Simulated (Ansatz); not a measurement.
Geometry optimisation, RKS PBE0-D4/def2-SVPD (Ansatz 0.2.0).

Input:

```yaml
crystal:
  periodic: [false, false, false]
  atoms:
    - { symbol: B, position_ang: [0.210448, 0.0, 0.273778] }
    - { symbol: H, position_ang: [0.009112, 0.0, 1.446041] }
    - { symbol: Cl, position_ang: [1.939862, 0.0, -0.265788] }
    - { symbol: F, position_ang: [-0.735722, 0.0, -0.632031] }
basis:
  gaussian: { orbitals: def2-SVPD }
hamiltonian:
  xc: pbe0
  dispersion: d4
relax:
  f_tol: 0.03
  max_steps: 50
```

Launched with:

```bash
$ ansatz run input.yaml --threads 1 --pin off --max-ram 2048MiB --backend cpu --events-out ev --progress --plain --runs-dir out
```

Q: Where does it end, and by what steps?

A: The run converged. After 4 steps the energy has fallen by 0.047 eV; Cl3 moved furthest, 0.04 Å.

```json
{"step": "0", "energy less start (eV)": "0.0000", "largest force component (eV/Å)": "1.320", "accepted": "yes"}
{"step": "1", "energy less start (eV)": "-0.0311", "largest force component (eV/Å)": "0.899", "accepted": "yes"}
{"step": "2", "energy less start (eV)": "-0.0460", "largest force component (eV/Å)": "0.126", "accepted": "yes"}
{"step": "3", "energy less start (eV)": "-0.0465", "largest force component (eV/Å)": "0.039", "accepted": "yes"}
{"step": "4", "energy less start (eV)": "-0.0465", "largest force component (eV/Å)": "0.003", "accepted": "yes"}
```

```xyz
4
Properties=species:S:1:pos:R:3
B 0.246 0.000 0.276
H -0.012 0.000 1.446
Cl 1.906 0.000 -0.276
F -0.715 0.000 -0.623
```

Whether the end is a true minimum wasn't checked by a vibrational analysis.

The run took 9.8 s on 1 thread of Arm Neoverse V2, on a shared host, peak memory 0.13 GiB.
